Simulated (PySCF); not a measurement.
Molecule: `InChI=1S/C3H5FOS/c1-3(4)6(2)5/h1H2,2H3/t6-/m0/s1`.

Cartesian coordinates in Å; atom numbers follow the order of the lines, from 1:
```xyz
11

C     1.9119    0.2494    0.0356
C     0.8189   -0.0993    0.6758
F     0.7321   -1.1696    1.4864
S    -0.7512    0.8535    0.6014
C    -1.6092   -0.4695   -0.3684
O    -0.4734    1.9394   -0.3321
H     1.8750    1.1298   -0.5810
H     2.8327   -0.3037    0.0947
H    -1.6183   -1.3769    0.2245
H    -1.0890   -0.6172   -1.3086
H    -2.6240   -0.1331   -0.5543
```

Frames of a GFN2-xTB Langevin trajectory at 300 K; GIAO PBE0/pcSseg-1 shieldings in PySCF 2.14, gas phase, non-relativistic; equivalent atoms averaged within each frame.

Scale: 13C (σref 186.93), 1H (σref 31.72) vs TMS; 19F (σref 170.95) against CFCl3; 33S (σref 503.73) against CS2; 17O (σref 336.08) vs H2O (reference shieldings calculated alike). The references are static minima.

Task: How do the shifts (ppm) fluctuate along the trajectory?

Result: 
```csv
time (fs),C2,C1,C5,F3,S4,O6,H8,H7,H9/H10/H11
optimised geometry,188.7,97.3,48.2,-114.5,320,52.4,5.73,5.73,2.53
250,192.8,105.6,64.2,-93.6,388,77.5,6.92,5.58,3.36
425,189.1,86.5,41.8,-108.0,354,69.9,5.20,5.47,3.17
625,188.7,102.8,55.4,-115.5,300,85.7,5.58,5.99,3.45
800,202.3,106.1,57.8,-91.5,327,63.3,6.07,7.16,2.91
1000,200.6,93.1,41.1,-95.2,368,86.4,4.34,5.67,2.34
mean of frames,194.7,98.8,52.1,-100.7,347,76.6,5.62,5.97,3.04
standard deviation,6.4,8.6,10.2,10.4,34,10.0,0.96,0.69,0.45
```

5 frames give an uncertainty of the mean of about the standard deviation over 2.2 at best, since frames this close in time may not be independent; classical motion lacks zero-point vibration, and the reference would need the same averaging.
